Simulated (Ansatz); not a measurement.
**Worked example: CH4 + C3H6F2 → HF + C4H9F**

Species: CH4 (methane) `C`, singlet; C3H6F2 `CC(F)CF`, singlet; HF (hydrogen fluoride), singlet; C4H9F (2-fluorobutane) `CCC(C)F`, singlet. The partners trade CH3 for F: H–CH3 and C–F bonds give way to H–F and C–CH3.

Shapes, held fixed at every level: PBE0-D4/def2-TZVP. Flexible molecules stand in one conformer, not always the lowest. Programs: Ansatz 0.2.0. The zero-point and thermal change to 298 K, harmonic and unscaled (PBE0-D4/def2-TZVP), is +1.0 kJ/mol.

At CCSD(T)/CBS estimate; 1 Eh = 2625.50 kJ/mol:

```
species  energy (Eh)
    CH4   -40.462061
 C3H6F2  -317.346508
     HF  -100.395703
  C4H9F  -257.430468
```

Task: Work out ΔH(298 K) of the reaction at this level.

Result: 
1. Products less reactants: (-100.395703) + (-257.430468) − [(-40.462061) + (-317.346508)] = -0.017602 Eh = -46.2 kJ/mol.
2. With the thermal change: -46.2 + (+1.0) = -45.2 kJ/mol.

Other levels give -36.6 (PBE0-D4/def2-TZVPP) to -28.1 kJ/mol (B3LYP-D4/def2-TZVPP). No measured value is set beside it here. The CBS estimate extrapolates MP2 from def2-TZVPP and def2-QZVPP and adds CCSD(T) − MP2 in the triple-zeta set, cores frozen. CCSD(T)/CBS estimate lies outside the range of all other levels here, so it shouldn't be taken on trust. The median of the other levels is -33.7 kJ/mol.
